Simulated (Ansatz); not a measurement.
Harmonic frequencies (cm⁻¹) at PBE0-D4/def2-TZVP from Ansatz: 112, 168, 266, 379, 420, 535, 710, 868, 937, 970, 1007, 1012, 1091, 1117, 1272, 1285, 1402, 1424, 1437, 1471, 1479, 1489, 1746, 3022, 3037, 3060, 3089, 3145, 3167, 3259.

Each molecule was computed in one conformer, which needn't be the lowest.

**Question.** Which molecule is it?
A. `C/C=C/CF`
B. `C=CC(C)F`
C. `C=CCCF`
D. `C=C(C)CF`

**Answer.** D.
